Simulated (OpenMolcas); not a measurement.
Worked example: vertical ionisation energy of H3O+ (oxonium)

The species is H3O+ (4 atoms), meant as a singlet with charge +1. SMILES: `[OH3+]`. The shape is that of a PBE0-D4/def2-TZVP optimisation.

Both states at this one shape; open shells run unrestricted unless said. 1 Eh = 27.2114 eV.

| level | program | singlet H3O+ (Eh) | doublet [H3O]2+ (Eh) | HOMO of the first (eV) |
| --- | --- | --- | --- | --- |
| M06-2X/STO-3G | OpenMolcas | -75.681485 | -74.804236 | -20.84 |
| PBE0/STO-3G | OpenMolcas | -75.615128 | -74.740513 | -18.76 |

Problem. Work out the vertical ionisation energy at each level.

Solution. 
1. M06-2X/STO-3G: -74.804236 − (-75.681485) = 0.877249 Eh = 23.87 eV; −ε(HOMO) = 20.84 eV.
2. PBE0/STO-3G: -74.740513 − (-75.615128) = 0.874615 Eh = 23.80 eV; −ε(HOMO) = 18.76 eV.

No measured value is set beside it here; the levels span 23.80 to 23.87 eV. Minimal sets are far from the basis-set limit.
